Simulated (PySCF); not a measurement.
C₅H₁₁P.
Atom-mapped SMILES: `[CH3:1][CH2:2][P:3]1[CH2:4][CH2:5][CH2:6]1` (hydrogens: H7, H8, H9 on C1; H10, H11 on C2; H12, H13 on C4; H14, H15 on C5; H16, H17 on C6)

The same species was optimised twice, with GFN2-xTB and with PBE0-D3(BJ)/def2-SVP (PySCF), and the same property calculations (PySCF, gas phase) were run on both structures.

| coordinate | GFN2-xTB | PBE0-D3(BJ)/def2-SVP | change |
| --- | --- | --- | --- |
| P3–C4 (Å) | 1.881 | 1.886 | +0.005 |
| P3–C6 (Å) | 1.882 | 1.887 | +0.005 |
| C2–P3 (Å) | 1.868 | 1.863 | -0.005 |
| C4–C5 (Å) | 1.536 | 1.539 | +0.003 |
| C5–C6 (Å) | 1.535 | 1.539 | +0.004 |
| C1–C2 (Å) | 1.523 | 1.522 | -0.001 |
| C2–P3–C4 (°) | 97.8 | 99.4 | +1.6 |
| P3–C4–C5 (°) | 92.5 | 91.4 | -1.1 |
| P3–C6–C5 (°) | 92.5 | 91.4 | -1.1 |
| C1–C2–P3 (°) | 111.0 | 112.0 | +1.0 |
| C2–P3–C6 (°) | 98.9 | 99.7 | +0.8 |
| C4–C5–C6 (°) | 97.1 | 97.5 | +0.4 |
| C4–P3–C6 (°) | 75.5 | 75.6 | +0.1 |
| C1–C2–P3–C4 (°) | 164 | 161 | -3 |

Rotational constants: A = 5211, B = 1957, C = 1847 MHz (GFN2-xTB) against A = 5118, B = 1964, C = 1848 MHz (PBE0-D3(BJ)/def2-SVP). Point groups within 0.08 Å: C1 and C1.

On the GFN2-xTB structure: lowest singlet, TDDFT (eV) 5.80 [wB97X-D/def2-SVPD]; lowest triplet, Tamm–Dancoff (eV) 4.78 [wB97X-D/def2-SVPD]; isotropic polarisability (au) 83.1 [wB97X-D/def2-SVPD]; HOMO (eV) -8.16 [wB97X-D/def2-SVPD]; LUMO (eV) 2.13 [wB97X-D/def2-SVPD]; dipole (D) 1.42 [wB97X-D/def2-SVPD]; HOMO (eV) -6.37 [PBE0/pcSseg-1]; LUMO (eV) 0.68 [PBE0/pcSseg-1]; dipole (D) 1.36 [PBE0/pcSseg-1]; GIAO shielding of C1 (ppm) 174.5 [PBE0/pcSseg-1]; GIAO shielding of C2 (ppm) 158.6 [PBE0/pcSseg-1]; GIAO shielding of P3 (ppm) 313.5 [PBE0/pcSseg-1]; GIAO shielding of C4/C6 (mean) (ppm) 166.1 [PBE0/pcSseg-1]; GIAO shielding of C5 (ppm) 160.7 [PBE0/pcSseg-1].

Question: What do these properties become on the PBE0-D3(BJ)/def2-SVP structure?

Answer: 
```tsv
property	level	on GFN2-xTB	on PBE0-D3(BJ)/def2-SVP	change
lowest singlet, TDDFT (eV)	wB97X-D/def2-SVPD	5.80	5.75	-0.05
lowest triplet, Tamm–Dancoff (eV)	wB97X-D/def2-SVPD	4.78	4.73	-0.05
isotropic polarisability (au)	wB97X-D/def2-SVPD	83.1	84.4	+1.3
HOMO (eV)	wB97X-D/def2-SVPD	-8.16	-8.10	+0.06
LUMO (eV)	wB97X-D/def2-SVPD	2.13	2.13	0.00
dipole (D)	wB97X-D/def2-SVPD	1.42	1.43	+0.01
energy, GFN2-xTB geometry as zero (kcal/mol)	wB97X-D/def2-SVPD	0.0	-0.7	-0.7
HOMO (eV)	PBE0/pcSseg-1	-6.37	-6.30	+0.07
LUMO (eV)	PBE0/pcSseg-1	0.68	0.69	+0.01
dipole (D)	PBE0/pcSseg-1	1.36	1.37	+0.01
energy, GFN2-xTB geometry as zero (kcal/mol)	PBE0/pcSseg-1	0.0	-0.6	-0.6
GIAO shielding of C1 (ppm)	PBE0/pcSseg-1	174.5	172.8	-1.7
GIAO shielding of C2 (ppm)	PBE0/pcSseg-1	158.6	160.2	+1.6
GIAO shielding of P3 (ppm)	PBE0/pcSseg-1	313.5	296.3	-17.2
GIAO shielding of C4/C6 (mean) (ppm)	PBE0/pcSseg-1	166.1	164.1	-2.0
GIAO shielding of C5 (ppm)	PBE0/pcSseg-1	160.7	156.7	-4.0
```

The heavy atoms differ by 0.032 Å rms after alignment. Among bonds between heavy atoms C2–P3, P3–C4, P3–C6 and C5–C6 change most and about equally (-0.005 to +0.005 Å). Changes are differences of the printed values. Neither structure is proved a minimum here.

Shape of the structure used: `[CH3:1][CH2:2][P:3]1[CH2:4][CH2:5][CH2:6]1`: C1–C2–P3–C4 161°.

wB97X-D is run here without its empirical dispersion term; that term would change no orbital, density or response property at a fixed geometry.
